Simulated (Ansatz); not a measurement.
## C2H, doublet: up the ladder of correlation methods

Calculated in Ansatz's Gaussian-basis code; BCCD by scripts on PySCF. Basis STO-3G, 2 core orbitals frozen, nonrelativistic. Perturbation and coupled-cluster methods stand on the Hartree–Fock determinant that coupled cluster favours; RHF here means ROHF, with semicanonical perturbation theory. The state met can differ between shapes. The basis is small, far from the limit. The unrestricted determinant is a mixture of spins, so it may stand for another state.

Shape A. A bond is stretched, to 1.24 times the sum of the covalent radii.

| atom | x (Å) | y (Å) | z (Å) |
| --- | --- | --- | --- |
| C | 0.0000 | 0.0000 | 0.0000 |
| H | 0.0000 | 0.0000 | -1.3297 |
| C | 0.0000 | 0.0000 | 1.2170 |

Shape B. A bond is stretched, to 1.47 times the sum of the covalent radii.

```xyz
3

C     0.0000    0.0000    0.0000
H     0.0000    0.0000   -1.5705
C     0.0000    0.0000    1.2170
```

Shape C:

```xyz
3

C     0.0000    0.0000    0.0000
H     0.0000    0.0000   -1.0470
C     0.0000    0.0000    1.7281
```

Correlation energy of CCSD(T), then each method's total less that of CCSD(T), in eV:

| case | E corr CCSD(T) | CCSD | BCCD | BCCD(T) | determinant |
| --- | --- | --- | --- | --- | --- |
| A RHF | -4.861 | +0.029 | +0.029 | 0.000 | – |
| B RHF | -5.368 | +0.046 | +0.048 | -0.001 | – |
| B UHF | -4.208 | +0.049 | -0.005 | -0.052 | ⟨S²⟩ = 1.674 |
| C UHF | -2.835 | +0.074 | +0.177 | +0.026 | ⟨S²⟩ = 1.755 |

Question: How far does full CI lie from CCSD(T) in each case, and where is CCSD(T) within 1 kcal/mol (0.043 eV)?

Answer: A RHF: -0.058 eV (outside); B RHF: -0.054 eV (outside); B UHF: -0.111 eV (outside, spin-contaminated determinant); C UHF: -0.114 eV (outside, spin-contaminated determinant).

Several Brueckner solutions were met.
